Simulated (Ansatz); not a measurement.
**SiH₄ (triplet): from Hartree-Fock to the top rungs at distance Si1–H2 = 1.350 Å, cc-pVTZ**

Aim: climb from Hartree-Fock through coupled cluster and multireference methods for SiH₄ (triplet) at one geometry and basis, and see what each rung misses.

Program: Ansatz 0.2.0, Gaussian basis. Level of theory: cc-pVTZ, core rule «outside noble gas», up to 5 orbitals frozen. These are calculated values, not measurements.

Plan: UHF; CCSD(T) on ROHF; CCSD(T) on UHF; BCCD(T) on ROHF; CCSDT(Q) on ROHF; CCSDT(Q) on UHF; CASSCF and MRCISD+Q, 4 electrons in 4 orbitals; CASSCF and NEVPT2, 4 electrons in 4 orbitals; CASSCF and MRCISD+Q, 8 electrons in 8 orbitals; CASSCF and NEVPT2, 8 electrons in 8 orbitals.

## (1) What is computed

The geometry derives from a PBE0/def2-TZVP stationary point (not a proven minimum). One bond is set to the value named and the two fragments are kept rigid.

5 atoms, charge 0, spin multiplicity 3.

Atoms are counted from 1 here; the program's logs count them from 0.

Bond lengths: Si1–H2 1.350 Å, Si1–H3 1.529 Å, Si1–H4 1.529 Å, Si1–H5 1.529 Å. Angles: H2–Si1–H3 90.0°, H2–Si1–H4 90.0°, H2–Si1–H5 180.0°, H3–Si1–H4 180.0°, H3–Si1–H5 90.0°, H4–Si1–H5 90.0°.

As a file:

```xyz
5
H4Si
Si   -0.00004    0.00399    0.00396
H    -0.01022    0.96188    0.95520
H    -0.01654   -1.07364    1.08895
H     0.01646    1.08162   -1.08102
H     0.01148   -1.08112   -1.07361
```

## (2) UHF

File in.yaml:

```yaml
crystal:
  periodic: [false, false, false]
  atoms:
    - {symbol: Si, position_ang: [-0.000042, 0.003993, 0.003965]}
    - {symbol: H, position_ang: [-0.010216, 0.961878, 0.955202]}
    - {symbol: H, position_ang: [-0.016539, -1.073639, 1.088952]}
    - {symbol: H, position_ang: [0.016455, 1.081624, -1.081022]}
    - {symbol: H, position_ang: [0.011483, -1.081115, -1.073611]}
basis:
  gaussian: {orbitals: cc-pVTZ}
magnetization: {spin_polarized: true, initial_magnetization: 2}
hamiltonian: {xc: hf}
output: {orbitals: {seedname: orbitals}}
```

Command:

```
ansatz run in.yaml --threads 1 --pin off --events-out ev --progress --plain --max-ram 2816MiB --backend cpu
```

After this run come: CCSD(T) on ROHF; CCSD(T) on UHF; BCCD(T) on ROHF; CCSDT(Q) on ROHF; CCSDT(Q) on UHF; CASSCF and MRCISD+Q, 4 electrons in 4 orbitals; CASSCF and NEVPT2, 4 electrons in 4 orbitals; CASSCF and MRCISD+Q, 8 electrons in 8 orbitals; CASSCF and NEVPT2, 8 electrons in 8 orbitals.

**Question.** What will the summary of the whole plan be? Wanted: UCCSDT(Q) from the RHF energy; RMP2 from UCCSDT(Q); UMP2 from UCCSDT(Q); RCCSD from UCCSDT(Q); RCCSD(T) from UCCSDT(Q); UCCSD(T) from UCCSDT(Q); RCCSDT(Q) from UCCSDT(Q); NEVPT2 pair from UCCSDT(Q); NEVPT2 valence from UCCSDT(Q).

As calculated:

```
                         quantity                                                                     value
    UCCSDT(Q) from the ROHF energy                                                                -5.3254 eV
              RMP2 from UCCSDT(Q)                                                           +22.96 kcal/mol
              UMP2 from UCCSDT(Q)                                                           +24.05 kcal/mol
             RCCSD from UCCSDT(Q)                                                            +5.16 kcal/mol
          RCCSD(T) from UCCSDT(Q)                                                            +0.92 kcal/mol
          UCCSD(T) from UCCSDT(Q)                                                            +0.95 kcal/mol
         RCCSDT(Q) from UCCSDT(Q)                                                            +0.02 kcal/mol
       NEVPT2 pair from UCCSDT(Q)                                                           +22.02 kcal/mol
    NEVPT2 valence from UCCSDT(Q)                                                           +21.10 kcal/mol
  MRCISD+Q valence from UCCSDT(Q)                                                            +0.69 kcal/mol
levels within 1 kcal/mol (43 meV)  RCCSD(T), UCCSD(T), BCCD(T), RCCSDT, UCCSDT, RCCSDT(Q), MRCISD+Q valence
                    T1 diagnostic                                                                     0.019
   effectively unpaired electrons                                                                      2.02
```

In words: RCCSD(T) lands +0.92 kcal/mol from the yardstick (0.8 % of the correlation energy). One determinant dominates. Of the multireference levels listed MRCISD+Q valence comes nearest in total energy (+0.69 kcal/mol), which doesn't show that its space is the better one. These misses are within one basis, not against nature; the frozen cores of restricted and unrestricted runs differ, which can shift their rows.
